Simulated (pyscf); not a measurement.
`[CH3][InH2]` + `[NH3]` → `[CH4]` + `[NH2][InH2]` (four-centre exchange; singlet surface; C–In, H–N broken, C–H, In–N formed). Optimised with ωB97X-D3(BJ)/def2-SVP in PySCF. MP2 and CC: frozen core, UHF for open shells. ΔMP2 is the change of the MP2 total energy from the triple- to the quadruple-zeta basis. Energies in eV from the separated reactants.

```
level                                barrier  reaction energy
--------------------------------  ----------  ---------------
PBE/def2-TZVP                           0.65            -0.51
r²SCAN/def2-TZVP                  (withheld)            -0.54
B3LYP-D3(BJ)/def2-TZVP                  0.79            -0.53
HF/def2-TZVP                            1.47            -0.54
MP2/def2-QZVPP                          0.73            -0.51
CCSD(T)/def2-TZVPP                      0.85            -0.48
CCSD(T)/def2-TZVPP + ΔMP2(QZVPP)  (withheld)       (withheld)
```

What belongs in the gaps?


- r²SCAN/def2-TZVP, barrier: 0.62
- CCSD(T)/def2-TZVPP + ΔMP2(QZVPP), barrier: 0.81
- CCSD(T)/def2-TZVPP + ΔMP2(QZVPP), reaction energy: -0.50

On the reactant side the descent ends in an adduct with a In–N contact, 0.89 eV under the separated species and 1.65 eV under the saddle at ωB97X-D3(BJ)/def2-TZVP. What is counted as formed (In–N) is already present as a longer contact in the reactant adduct; forming that adduct is a step of its own. This is the saddle that the search found; another between the same sides may lie lower. The CCSD(T) − MP2 part came from Ansatz, without density fitting, on the same reference. The frozen core leaves the outer d or s,p core shells of the metals and heavy elements correlated in the MP2 and CC values, and def2-TZVPP describes them poorly, which can shift differences by a few kcal/mol. Elements past Kr carry the def2 core potentials, without spin-orbit coupling.
